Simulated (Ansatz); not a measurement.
in.yaml

```yaml
crystal:
  periodic: [false, false, false]
  atoms:
    - {symbol: O, position_ang: [0.000000, -0.840051, 1.630592]}
    - {symbol: Ge, position_ang: [0.000000, 0.254500, 0.376244]}
    - {symbol: Si, position_ang: [0.000000, -0.242609, -1.929541]}
    - {symbol: H, position_ang: [0.000000, 1.753269, 0.767147]}
basis:
  gaussian: {orbitals: STO-3G}
total_charge: 1
magnetization: {spin_polarized: false, initial_magnetization: 2}
correlation: {active_space: {window: {electrons: 14, orbitals: 9}, states: [{multiplicity: 3, weights: [1, 1]}]}}
```

```sh
$ ansatz run in.yaml --threads 1 --pin off --events-out ev --progress --plain --max-ram 2393MiB
```

Question: Roughly how long does this take on 1 thread of Arm Neoverse V1, shared host, and how much host memory?

Answer: 11 s wall and 0.21 GiB.

```
497 factors; integrals over basis functions are off by at most 4.6e-8 eV
mean field evaluation 1: about -65599.8962 eV, gradient 4.4e1 eV
mean field evaluation 2: about -65599.9339 eV, gradient 4.4e1 eV
mean field evaluation 4: about -65617.7389 eV, gradient 1.0e1 eV
mean field evaluation 8: about -65620.9069 eV, gradient 4.3e0 eV
mean field evaluation 16: about -65621.0186 eV, gradient 4.5e-5 eV
mean field evaluation 32: about -65620.5985 eV, gradient 1.7e-6 eV
mean field evaluation 64: about -65621.0182 eV, gradient 1.9e-1 eV
mean field evaluation 96: about -65619.6558 eV, gradient 4.7e0 eV
mean field evaluation 128: about -65620.5589 eV, gradient 2.2e0 eV
mean field evaluation 160: about -65620.5985 eV, gradient 1.6e-4 eV
mean field -65621.01858797 eV, -2411.5279535839 hartree, gradient 2.9e-6 eV, S^2 2.000000; 13 other end points of the search recorded, 0 dependent functions left out
reference -65621.01858797 eV, -2411.5279535839 hartree; 28, 26 occupied and 5, 7 virtual orbitals, 497 factors
state -65621.45540599 eV, -2411.5440063500 hartree
state -65621.01757123 eV, -2411.5279162194 hartree
Total energy: -65621.23648861 eV, -2411.5359612847 hartree
```

The total printed last is the weighted mean of the 2 states, 0.219 eV above the lowest of them, and is no single state's energy.
